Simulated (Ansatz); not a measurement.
Frontier orbitals of C₂H₂F₄ (`FCC(F)(F)F`).

Cartesian coordinates in Å:
```
F -0.1687 -1.7601 0.1669
C 0.1587 -0.6060 -0.4825
C -0.1302 0.5838 0.4082
F 0.5770 0.5427 1.5367
F 0.1967 1.7050 -0.2470
F -1.4193 0.6570 0.7366
H 1.2237 -0.6092 -0.7260
H -0.4379 -0.5131 -1.3931
```

Charge 0, multiplicity 1. All single points use the PBE0-D4/def2-TZVP geometry. Basis def2-TZVPP, Ansatz.

Orbital energies of one run (eV). Highest occupied ones, from the top: -12.36, -12.65, -14.30, -14.76, -14.77, -15.08, -15.83, -15.87, -16.75, -16.83, -18.70, -19.35, -19.35, -21.62. Empty: 1.95, 2.66, 3.18, 4.38, 5.01, 5.21.

Problem. Which functional gave them?
A. ωB97M-V
B. BLYP
C. BHLYP
D. r2SCAN0

Solution. C. HOMO energies: BHLYP -12.36, r2SCAN0 -10.80, ωB97M-V -12.93, BLYP -8.60 eV.
